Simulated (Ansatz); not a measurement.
A made-up structure of MgBH$_{3}$S, closed shell:

B1  (-0.727, -0.026, -0.536)
S2  (0.425, -1.412, -1.003)
Mg3  (0.982, -0.147, 0.555)
H4  (-1.612, 0.191, -0.959)
H5  (-0.671, 0.830, 0.293)
H6  (1.603, 0.565, 1.649)
(Å)

It is relaxed with PBE-D4/def2-SVP and then PBE0-D4/def2-TZVP (Ansatz 0.2.0). Atoms count as bonded within 1.22 times the sum of their covalent radii (H–H: 0.88 Å). The end point is not checked to be a true minimum.

Task: Does its bonding change? (Judge from chemistry; the calculation decides.)

Result: By the calculation: No: no bond forms or breaks.

Where it ends: The first stage lowers the energy by 2.44 eV in 6 steps. It ends as MgBH₃S ([H]1[BH]2[S][MgH]12):
```tsv
atom	x (Å)	y (Å)	z (Å)
B1	-0.8800	-0.0624	-0.6772
S2	0.2834	-1.3281	-1.0253
Mg3	1.1585	-0.0901	0.7327
H4	-1.9108	0.0997	-1.2535
H5	-0.6734	0.7586	0.2254
H6	2.0223	0.6223	1.9980
```

Labels in which every atom is bracketed show which atoms are joined, not bond orders.

For scale, one of the runs: PBE0-D4/def2-TZVP relaxation, 118 basis functions, launched by `ansatz run in.yaml --threads 2 --pin off --events-out ev --progress --plain --max-ram 4352MiB`. The run took about 13 s on 2 CPU threads of an Arm Neoverse V2 (shared host).
